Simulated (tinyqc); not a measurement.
Inside a calculation. Method: CCD on RHF in the sto-3g basis, frozen core, for OH-, spin multiplicity 1. The basis has no diffuse functions, so it cannot describe the extra electron: this is an exercise in the method, not the real anion. Computed by tinyqc, a small Python program that keeps every step (integrals from PySCF). Settings: charge = -1, multiplicity = 1, basis = sto-3g, method = RHF, frozen orbitals = 1, energy threshold = 1e-10, iteration cap = 56, orthogonalisation = symmetric, start = Wolfsberg-Helmholz matrix, DIIS depth = 6, amplitude equations = CCD, DIIS depth for amplitudes = 4, cap on updates = 78. Command: `OMP_NUM_THREADS=1 python tinyqc.py 31218 31219 out.jsonl` (the two numbers bound the seeds that draw the settings). One thread of a shared host (Intel(R) Xeon(R) Processor @ 2.60GHz), about 0.06 s of CPU time with the checks. The early iterations of the SCF are left out here.

## One-electron integrals

Geometry (angstrom):
```
atom        x        y        z
O     0.00000  0.00000  0.00000
H     0.00000  0.00000  0.84900
```

Basis sto-3g: exponents (1/bohr^2) and contraction coefficients of normalised primitives:
```
element  l (shell)   exponent  coefficient
O            s (1)  130.70932      0.15433
O            s (1)   23.80886      0.53533
O            s (1)    6.44361      0.44463
O            s (2)    5.03315     -0.09997
O            s (2)    1.16960      0.39951
O            s (2)    0.38039      0.70012
O            p (3)    5.03315      0.15592
O            p (3)    1.16960      0.60768
O            p (3)    0.38039      0.39196
H            s (1)    3.42525      0.15433
H            s (1)    0.62391      0.53533
H            s (1)    0.16886      0.44463
```

Overlap, kinetic and nuclear-attraction integrals over the contracted functions; the nuclear repulsion is the sum of Za Zb / Rab.

nuclear repulsion = 4.9863577 hartree

overlap S, lower triangle:
```
          1O 1s    1O 2s   1O 2px   1O 2py   1O 2pz    2H 1s
1O 1s   1.00000
1O 2s   0.23670  1.00000
1O 2px  0.00000  0.00000  1.00000
1O 2py  0.00000  0.00000  0.00000  1.00000
1O 2pz  0.00000  0.00000  0.00000  0.00000  1.00000
2H 1s   0.06959  0.54821  0.00000  0.00000  0.42777  1.00000
```

kinetic energy T (hartree), lower triangle:
```
           1O 1s    1O 2s   1O 2px   1O 2py   1O 2pz    2H 1s
1O 1s   29.00320
1O 2s   -0.16801  0.80813
1O 2px   0.00000  0.00000  2.52873
1O 2py   0.00000  0.00000  0.00000  2.52873
1O 2pz   0.00000  0.00000  0.00000  0.00000  2.52873
2H 1s    0.00762  0.18731  0.00000  0.00000  0.37376  0.76003
```

nuclear attraction V (hartree), lower triangle:
```
            1O 1s     1O 2s    1O 2px    1O 2py    1O 2pz     2H 1s
1O 1s   -61.24175
1O 2s    -7.33062  -9.65924
1O 2px    0.00000   0.00000  -9.53309
1O 2py    0.00000   0.00000   0.00000  -9.53309
1O 2pz   -0.01973  -0.22021   0.00000   0.00000  -9.69369
2H 1s    -2.22910  -4.39453   0.00000   0.00000  -3.15238  -5.93594
```

core Hamiltonian H = T + V (hartree), lower triangle:
```
            1O 1s     1O 2s    1O 2px    1O 2py    1O 2pz     2H 1s
1O 1s   -32.23855
1O 2s    -7.49863  -8.85111
1O 2px    0.00000   0.00000  -7.00436
1O 2py    0.00000   0.00000   0.00000  -7.00436
1O 2pz   -0.01973  -0.22021   0.00000   0.00000  -7.16496
2H 1s    -2.22149  -4.20722   0.00000   0.00000  -2.77862  -5.17591
```

## Two-electron integrals

Functions are numbered as in S; the eight-fold symmetry (ij|kl) = (ji|kl) = (kl|ij) leaves the list below.

Two-electron integrals (ij|kl) in chemists' order, unique and non-zero (hartree):
```
(11|11) 4.78507   (21|11) 0.74138   (21|21) 0.13687   (22|11) 1.11895
(22|21) 0.25663   (22|22) 0.81721   (31|31) 0.02448   (32|31) 0.03781
(32|32) 0.18052   (33|11) 1.11581   (33|21) 0.25668   (33|22) 0.81702
(33|33) 0.88016   (41|41) 0.02448   (42|41) 0.03781   (42|42) 0.18052
(43|43) 0.04744   (44|11) 1.11581   (44|21) 0.25668   (44|22) 0.81702
(44|33) 0.78527   (44|44) 0.88016   (51|51) 0.02448   (52|51) 0.03781
(52|52) 0.18052   (53|53) 0.04744   (54|54) 0.04744   (55|11) 1.11581
(55|21) 0.25668   (55|22) 0.81702   (55|33) 0.78527   (55|44) 0.78527
(55|55) 0.88016   (61|11) 0.22222   (61|21) 0.04062   (61|22) 0.07546
(61|33) 0.07533   (61|44) 0.07533   (61|51) 0.00182   (61|52) 0.00339
(61|55) 0.07574   (61|61) 0.01220   (62|11) 0.48409   (62|21) 0.11217
(62|22) 0.38893   (62|33) 0.38285   (62|44) 0.38285   (62|51) 0.00825
(62|52) 0.06013   (62|55) 0.40075   (62|61) 0.03379   (62|62) 0.21972
(63|31) 0.01240   (63|32) 0.06972   (63|53) 0.01283   (63|63) 0.03328
(64|41) 0.01240   (64|42) 0.06972   (64|54) 0.01283   (64|64) 0.03328
(65|11) 0.32341   (65|21) 0.07600   (65|22) 0.28162   (65|33) 0.26854
(65|44) 0.26854   (65|51) 0.01740   (65|52) 0.11178   (65|55) 0.30747
(65|61) 0.02402   (65|62) 0.19332   (65|65) 0.20180   (66|11) 0.58740
(66|21) 0.13828   (66|22) 0.54361   (66|33) 0.52162   (66|44) 0.52162
(66|51) 0.01450   (66|52) 0.13961   (66|55) 0.58697   (66|61) 0.04213
(66|62) 0.36810   (66|65) 0.37082   (66|66) 0.77461
```

## Orthogonalisation

S = U s U^T; symmetric (Loewdin) form X = U s^(-1/2) U^T, so that X^T S X = 1.

eigenvalues of S: 0.29415  0.84100  1.00000  1.00000  1.12317  1.74169

X, lower triangle:
```
           1O 1s     1O 2s   1O 2px   1O 2py    1O 2pz    2H 1s
1O 1s    1.02343
1O 2s   -0.13783   1.20952
1O 2px   0.00000   0.00000  1.00000
1O 2py   0.00000   0.00000  0.00000  1.00000
1O 2pz  -0.01155   0.14374  0.00000  0.00000   1.11014
2H 1s    0.02714  -0.41917  0.00000  0.00000  -0.32209  1.29247
```

## Iteration 7 (converged): orbitals

converged F (hartree), lower triangle:
```
            1O 1s     1O 2s   1O 2px   1O 2py    1O 2pz     2H 1s
1O 1s   -19.33000
1O 2s    -4.96369  -1.78179
1O 2px    0.00000   0.00000  0.26621
1O 2py    0.00000   0.00000  0.00000  0.26621
1O 2pz   -0.02954  -0.11292  0.00000  0.00000   0.33848
2H 1s    -1.47971  -0.88274  0.00000  0.00000  -0.33773  -0.28464
```

Diagonalise F' = X^T F X, C = X C', fill 5 alpha and 5 beta electrons from the bottom; D = 2 C_occ C_occ^T. Each column has its largest component positive (the first on a tie).

F' = X^T F X (hartree), lower triangle:
```
           1         2        3        4         5        6
1  -18.95527
2   -2.65550  -0.63521
3    0.00000   0.00000  0.26621
4    0.00000   0.00000  0.00000  0.26621
5   -0.05812   0.19035  0.00000  0.00000   0.64167
6   -0.27956  -0.64911  0.00000  0.00000  -0.64351  0.44914
```

orbital energies (hartree): MO1 -19.33936, MO2 -0.62459, MO3 0.07801, MO4 0.26621, MO5 0.26621, MO6 1.38628

coefficients C:
```
             MO1       MO2       MO3       MO4      MO5       MO6
1O 1s    0.99403  -0.22835  -0.12536   0.00000  0.00000   0.10641
1O 2s    0.02678   0.79189   0.67190   0.00000  0.00000  -0.77398
1O 2px   0.00000   0.00000   0.00000  -0.25029  0.96817   0.00000
1O 2py   0.00000   0.00000   0.00000   0.96817  0.25029   0.00000
1O 2pz   0.00521   0.10903  -0.58362   0.00000  0.00000  -1.00220
2H 1s   -0.00884   0.31653  -0.60412   0.00000  0.00000   1.21878
```

D after iteration 7, lower triangle:
```
           1O 1s     1O 2s   1O 2px   1O 2py   1O 2pz    2H 1s
1O 1s    2.11192
1O 2s   -0.47688   2.15852
1O 2px   0.00000   0.00000  2.00000
1O 2py   0.00000   0.00000  0.00000  2.00000
1O 2pz   0.10690  -0.61131  0.00000  0.00000  0.70506
2H 1s   -0.01067  -0.31097  0.00000  0.00000  0.77408  0.93045
```

Within a degenerate level the vectors are fixed only up to a rotation; this is one choice.

## Convergence

Stop when the energy changes by less than 1e-10 hartree and every element of the error matrix X^T (F D S - S D F) X is below 3e-06.

Course of the cycle:
```
iteration  E (hartree)     change  largest element of the error matrix
1          -73.7552133          -                             4.67e-01
2          -73.9955146  -2.40e-01                             1.32e-01
3          -74.0151716  -1.97e-02                             1.37e-02
4          -74.0152919  -1.20e-04                             1.55e-03
5          -74.0152934  -1.46e-06                             1.62e-05
6          -74.0152934  -1.67e-10                             1.19e-06
7          -74.0152934  -9.24e-13                             1.59e-09
```

PySCF RHF in the same basis = -74.0152934 hartree

Converged in 7 iterations.

## Integrals over molecular orbitals

(pq|rs) = sum C_ip C_jq C_kr C_ls (ij|kl), one index at a time.

one-electron integrals over orbitals h = C^T H C (hartree), lower triangle:
```
           1         2         3         4         5         6
1  -32.21997
2    0.56854  -7.14016
3    0.30241  -0.61249  -6.27927
4    0.00000   0.00000   0.00000  -7.00436
5    0.00000   0.00000   0.00000   0.00000  -7.00436
6   -0.25670   1.25168  -1.19916   0.00000   0.00000  -5.50532
```

Two-electron integrals over orbitals (pq|rs), unique and non-zero (hartree); the lowest 1 orbital is frozen and left out:
```
(22|22) 0.73769    (32|22) -0.01331   (32|32) 0.14599    (33|22) 0.66348
(33|32) 0.06037    (33|33) 0.71989    (42|42) 0.13875    (43|42) 0.05729
(43|43) 0.05814    (44|22) 0.73887    (44|32) 0.09045    (44|33) 0.69095
(44|44) 0.88016    (52|52) 0.13875    (53|52) 0.05729    (53|53) 0.05814
(54|54) 0.04744    (55|22) 0.73887    (55|32) 0.09045    (55|33) 0.69095
(55|44) 0.78527    (55|55) 0.88016    (62|22) -0.11977   (62|32) -0.00112
(62|33) -0.03142   (62|44) -0.13767   (62|55) -0.13767   (62|62) 0.11204
(63|22) 0.05978    (63|32) 0.10787    (63|33) 0.09586    (63|44) 0.12649
(63|55) 0.12649    (63|62) -0.05143   (63|63) 0.13451    (64|42) -0.04890
(64|43) 0.00106    (64|64) 0.03961    (65|52) -0.04890   (65|53) 0.00106
(65|65) 0.03961    (66|22) 0.69875    (66|32) -0.05195   (66|33) 0.64839
(66|44) 0.66455    (66|55) 0.66455    (66|62) -0.08741   (66|63) 0.01974
(66|66) 0.72969
```

## CCD: starting amplitudes

t_ij^ab = <ij||ab> / (e_i + e_j - e_a - e_b), whose energy is MP2.

Starting amplitudes (spin orbitals 1a, 1b, ...; amplitudes related by a flip of all spins are not repeated):
```
from      to         t
3a 3b  6a 6b  -0.05141
2a 2b  6a 6b  -0.02786
4a 4b  6a 6b  -0.01768
5a 5b  6a 6b  -0.01768
2a 3b  6a 6b   0.01549
```

correlation energy = -0.0130302 hartree

## CCD: amplitude update 1

t_ij^ab D_ij^ab are set to the remaining terms of the spin-orbital equations, evaluated with the old amplitudes; for the doubles these are <ij||ab> + 1/2 <ab||ef> t_ij^ef + 1/2 <mn||ij> t_mn^ab + P(ij)P(ab) <mb||ej> t_im^ae + terms in t^2, D the orbital-energy denominators.

Amplitudes after update 1 (spin orbitals 1a, 1b, ...; amplitudes related by a flip of all spins are not repeated):
```
from      to         t
3a 3b  6a 6b  -0.06734
2a 2b  6a 6b  -0.03263
4a 4b  6a 6b  -0.02259
5a 5b  6a 6b  -0.02259
2a 3b  6a 6b   0.02236
```

correlation energy = -0.0168022 hartree

## CCD: amplitude update 2

As before.

Amplitudes after update 2 (spin orbitals 1a, 1b, ...; amplitudes related by a flip of all spins are not repeated):
```
from      to         t
3a 3b  6a 6b  -0.07260
2a 2b  6a 6b  -0.03311
2a 3b  6a 6b   0.02496
4a 4b  6a 6b  -0.02418
5a 5b  6a 6b  -0.02418
```

correlation energy = -0.0179565 hartree

## CCD: amplitude update 3

t_ij^ab D_ij^ab are set to the remaining terms of the spin-orbital equations, evaluated with the old amplitudes; for the doubles these are <ij||ab> + 1/2 <ab||ef> t_ij^ef + 1/2 <mn||ij> t_mn^ab + P(ij)P(ab) <mb||ej> t_im^ae + terms in t^2, D the orbital-energy denominators. DIIS then mixes the stored amplitudes.

DIIS coefficients: -0.52986  1.52986

Amplitudes after update 3 (spin orbitals 1a, 1b, ...; amplitudes related by a flip of all spins are not repeated):
```
from      to         t
3a 3b  6a 6b  -0.07538
2a 2b  6a 6b  -0.03291
2a 3b  6a 6b   0.02638
4a 4b  6a 6b  -0.02510
5a 5b  6a 6b  -0.02510
```

correlation energy = -0.0185270 hartree

## CCD: convergence

E_corr = 1/4 sum <ij||ab> t_ij^ab; stop when the norm of the change is below 1e-8.

Course of the amplitude iterations:
```
update  correlation energy (hartree)  norm of the change
0                         -0.0130302                   -
1                         -0.0168022            4.09e-02
2                         -0.0179565            1.36e-02
3                         -0.0185270            4.80e-03
4                         -0.0185235            3.06e-04
5                         -0.0185234            5.01e-05
6                         -0.0185233            5.73e-06
7                         -0.0185233            1.43e-06
8                         -0.0185233            8.88e-08
9                         -0.0185233            1.30e-08
10                        -0.0185233            3.56e-09
```

Converged amplitudes (spin orbitals 1a, 1b, ...; amplitudes related by a flip of all spins are not repeated):
```
from      to         t
3a 3b  6a 6b  -0.07542
2a 2b  6a 6b  -0.03272
2a 3b  6a 6b   0.02639
4a 4b  6a 6b  -0.02521
5a 5b  6a 6b  -0.02521
```

CCD total energy = -74.0338167 hartree

Converged in 10 updates, with DIIS from the third.
